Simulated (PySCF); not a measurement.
Gas-phase reaction: SiCl + SiH₂Cl → SiHCl₂ + SiH

Energies from PySCF, thermal terms from the rigid-rotor harmonic-oscillator model, ideal gas at 1 bar. † marks an energy on the PBE0/def2-TZVP geometry and frequencies; other levels use their own. 6-31G* has spherical d functions here. Open shells (unrestricted): SiCl (multiplicity 2), SiH₂Cl (multiplicity 2), SiHCl₂ (multiplicity 2), SiH (multiplicity 2). Spin-orbit splitting is ignored; it lowers the true energy and changes the entropy of SiCl, SiH. B3LYP is the form with VWN-RPA correlation. SiH₂Cl, SiHCl₂: computed as isolated molecules; such fragments, hydroxides, amides, oligomers or adducts are transient or little studied in the gas.

BLYP/def2-TZVP† gives ΔH°(298 K) = 54 kJ.

Problem. What do M06-2X/def2-TZVP†, B3LYP/6-31G*, PBE0/def2-QZVP† give?

Solution. M06-2X/def2-TZVP†: 49 kJ; B3LYP/6-31G*: 53 kJ; PBE0/def2-QZVP†: 50 kJ. For scale, ΔH°(298 K) is 54 kJ at this level, 48 kJ at ωB97M-V/def2-TZVP†, and runs from 40 to 76 kJ over the 20 levels computed.
